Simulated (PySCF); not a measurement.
**A diatomic session: CO**

An exercise on one series of results from a longer session: the logs are not shown, and one member is left open.

Method: C cc-pVTZ, O cc-pVTZ, no relativity; program: PySCF 2.14.0.

Set-up of the first run:

The job is set up so:

```yaml
atoms: C, O
charge: 0
basis: C cc-pVTZ, O cc-pVTZ
Hamiltonian: no relativity
basis_functions: 60
electrons_treated: 14
masses_in_u: 12.0000, 15.9949
levels: PBE0, PBE, r²SCAN, PBEsol, PW91, M06, HF, MP2, SCS-MP2, CCSD, CCSD(T)
grid: 80 radial by 434 angular points
occupations: held fixed by the projection of orbital angular momentum
dissociation_limit: C + O, each in its ground configuration
starting_distance_in_angstrom: 1.310
values_of_2S_to_try: 0, 2, 4
```

Launch:

```
OMP_NUM_THREADS=1 python dia.py task.json out
```

Among the steps run: The job; The PBE0 curve of the state that the search chose; Other states along the same grid; PBE; r²SCAN; PBEsol (GGA); PW91 (GGA); M06; RHF (mean field); MP2 and coupled cluster.

One table of the session follows, with a row left open; its other results are not shown here.

It belongs to the step «Constants by level of theory». 

| level | Re (Å) | ωe (cm⁻¹) | De (eV) |
| --- | --- | --- | --- |
| RHF | 1.104 | 2425 | 7.58 |
| RHF-MP2 | 1.138 | 2121 | 11.49 |
| RHF-SCS-MP2 | 1.136 | 2146 | 11.29 |
| RHF-CCSD | 1.129 | 2223 | 10.58 |
| RHF-CCSD(T) | 1.136 | 2154 | 10.91 |
| PBE | 1.138 | 2127 | 11.67 |
| PBEsol | 1.136 | 2142 | 12.12 |
| PW91 | 1.136 | 2133 | 11.67 |
| r²SCAN | ? | ? | ? |
| PBE0 | 1.125 | 2237 | 11.07 |
| M06 | 1.124 | 2238 | 11.23 |

Estimate the missing values for r²SCAN.

**Answer.** Re (Å): 1.129; ωe (cm⁻¹): 2192; De (eV): 11.08.

De is counted to C + O in their ground configurations.
